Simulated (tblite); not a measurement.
# CH4PS2: the cost of one run

Programs: tblite 0.8.0 and PySCF 2.14.0. All values are calculated, for the isolated system unless a continuum is named. Atoms count from 0, parts from 1.

## 1. The system as given

8 atoms, charge 1, multiplicity 1; geometry: rigid parts in contact. Parts: 1 = atoms 0–2, `S=C=S`, charge 0; 2 = atoms 3–7, `[PH4+]`, charge 1.

## 2. Search for minima with GFN2-xTB

The job: settings as JSON, then the geometry in Å.

```
{"job": {"kind": "dock", "xc": "GFN2-xTB", "basis": "xTB"}, "charge": 1, "multiplicity": 1, "parts": [{"atoms": "0-2", "charge": 0, "multiplicity": 1}, {"atoms": "3-7", "charge": 1, "multiplicity": 1}]}
S     -1.538388    -0.189796     0.008474
C      0.000001    -0.000039     0.000010
S      1.538387     0.189835    -0.008484
P     -4.040662    -0.451957    -2.187247
H     -4.229650     0.566690    -3.091486
H     -4.434396    -0.034819    -0.937614
H     -4.788835    -1.542753    -2.563339
H     -2.710000    -0.797167    -2.156716
```

Method: GFN2-xTB search for minima from random contacts, gas phase.

Command:

```
> OMP_NUM_THREADS=1 python cluster_run.py task.json out
```

The driver reads the jobs from task.json and runs them one after another.

**Question.** How long does this first job take on 1 thread of Arm Neoverse V1, shared host?

About 7.9 s.
